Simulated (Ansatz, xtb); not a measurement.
# CH6BSi−: where a starting geometry ends

The starting geometry of this gas-phase singlet was built from a drawn formula by distance geometry and a force field; its bonds are those of `[BH3-][C][SiH3]`.

```xyz
9

C    -1.3382    0.0185    1.5443
B    -0.3511   -0.6719    0.4905
Si   -1.8724    1.7293    0.9527
H    -0.8934   -0.8425   -0.5458
H    -0.0873   -1.7500    0.9456
H     0.5926   -0.0077    0.3385
H    -2.7373    2.3048    1.9479
H    -0.6918    2.5546    0.7599
H    -2.5741    1.5811   -0.3452
```

Q: Where would you expect an optimisation with r2SCAN-D4/def2-SVPD to take it?

A: It rearranges to `[BH2-]=C[SiH3]`. Contacts that open: B2–H4 (1.18 → 2.24 Å). Contacts that close: C1–H4 (2.30 → 1.10 Å).

The energy falls by 3.88 eV over 21 steps:

```
step  E − E(last) (eV)
   1             3.882
   3             3.384
   5             3.230
   8             2.080
  10             1.581
  12             0.721
  14             0.162
  17             0.005
  19             0.000
  21             0.000
```

Final geometry (Å):

```xyz
9

C    -1.3527   -0.1611    0.6487
B     0.0417   -0.6312    0.6559
Si   -1.8187    1.5933    0.6997
H    -2.1833   -0.8864    0.6112
H     0.3321   -1.8292    0.6208
H     0.9943    0.1468    0.6975
H    -2.6866    2.0438    1.8715
H    -0.6303    2.5189    0.7494
H    -2.6496    2.1214   -0.4664
```

From the same start GFN2-xTB reaches the same bonding as this run.

No frequencies were run, so the end isn't proven a minimum. Run with Ansatz 0.2.0, 33 s on 2 threads of Arm Neoverse V2 (shared host).
